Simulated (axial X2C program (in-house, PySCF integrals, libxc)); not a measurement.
The numbers below are computed, except where a source is named.
BF⁺: input and output of an EOM-IP-CCSD run

Program: an in-house all-electron X2C program for linear molecules (integrals from PySCF).

Input and command:
```json
{"zs": [9, 5], "q": 1, "bas": ["dyall-av3z", "dyall-v3z"], "r0": 1.49, "eom": "ip", "rq": 0, "thr": -2.0, "nmax": 95, "grid": [1, 0.96, 1.045, 0.92, 1.09, 1.15]}
```
```bash
python soeom.py task.json out
```

Keys: zs atomic numbers; q charge; bas basis sets; r0 starting distance in Å; eom kind of EOM run; rq charge at which the geometry is sought; thr threshold in hartree for freezing inner shells (an s shell follows its p shell); nmax most natural virtual spinors; grid distances as factors.

Output at R = 1.264 Å (near the PBE0 minimum at charge 0 of the determinant lowest at the starting distance; the state shown can have its own minimum elsewhere), reference BF:

```
two-component X2C + atomic mean field  HF
basis functions 96  fitting functions 539  grid points 4345
iter        total energy     max residual
   1       -124.241662275     4.57e-02
   2       -124.252225068     7.76e-03
   3       -124.252734459     4.28e-03
   4       -124.252837927     1.41e-03
   5       -124.252857639     3.95e-04
   6       -124.252859076     5.27e-05
   7       -124.252859103     1.77e-05
   8       -124.252859106     1.37e-06
   9       -124.252859106     9.60e-08
converged
one-electron -209.05449399  Coulomb 79.91388514  exact exchange -13.94400116  xc functional 0.00000000  nuclear repulsion 18.83937855  atomic mean-field constant -0.00762766
correlated 10  virtual 174  natural virtual 94  E(MP2) -0.336313449  MP2 remainder -0.007720716
iter   CCSD correlation   residual
   1     -0.328807624   1.26e-01
   2     -0.338582261   5.57e-02
   3     -0.341423156   2.58e-02
   4     -0.341168114   5.41e-03
   5     -0.341191992   1.55e-03
   6     -0.341188728   3.36e-04
   7     -0.341186116   8.24e-05
   8     -0.341186874   2.41e-05
   9     -0.341186445   8.71e-06
  10     -0.341186493   2.59e-06
  11     -0.341186413   9.38e-07
  12     -0.341186402   3.18e-07
(T) -0.011217719  T1 0.0213  D1 0.0289  max T2 0.127
EOM-IP-CCSD roots
2*Omega      energy/Eh   energy/eV  one-particle weight
    1       0.41267161     11.2294      0.954
    1       0.67285081     18.3092      0.713
    1       0.71872559     19.5575      0.200
    1       0.78203700     21.2803      0.914
    3       0.67186784     18.2825      0.723
    3       0.71870007     19.5568      0.191
    3       0.89711564     24.4118      0.000
    5       0.92034885     25.0440      0.000
```
T1 in the output is the amplitude norm over the root of the electron number; divide by √2 for the Lee–Taylor value.

Reference electrons by ω block (each with its −ω partner): 1/2: 6, 3/2: 1. Root energies count from the CCSD energy of the reference. The reference need not be the lowest state of its species. All roots sought are printed; those with a small one-particle weight need a further excitation, are placed far too high, and may in truth lie low or lowest. Inner shells are frozen, and levels at this size can be off by some tenths of an eV.
